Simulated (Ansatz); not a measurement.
Tin, alpha-Sn (diamond): convergence with Gaussian smearing

Computed with Ansatz, r²SCAN, scalar-relativistic PAW, on the relaxed cell (a = 6.568 Å; spin not included). Errors count from a run at 500 eV on a Γ-centred 14×14×14 mesh with Fermi-Dirac smearing of 0.1 eV, extrapolated to zero width. Fixed here: cutoff 500 eV, mesh 8×8×8. The SCF starts from atomic densities corrected by a trained network.

| width (eV) | E(σ→0) error (meV/atom) | F error (meV/atom) | P (GPa) | SCF iterations |
| --- | --- | --- | --- | --- |
| 0.01 | 4.0 | 4.0 | -0.04 | 6 |
| 0.03 | 4.0 | 4.0 | -0.04 | 6 |
| 0.1 | 3.9 | 3.8 | -0.03 | 6 |
| 0.2 | 4.0 | 3.3 | 0.00 | 6 |
| 0.3 | 4.2 | 2.2 | 0.03 | 7 |
| 0.6 | 5.6 | -4.5 | 0.14 | 7 |

What does the run at 1.0 give (width)?

E(σ→0) error (meV/atom): 22.1; F error (meV/atom): -30.5; P (GPa): 0.46; SCF iterations: 7.
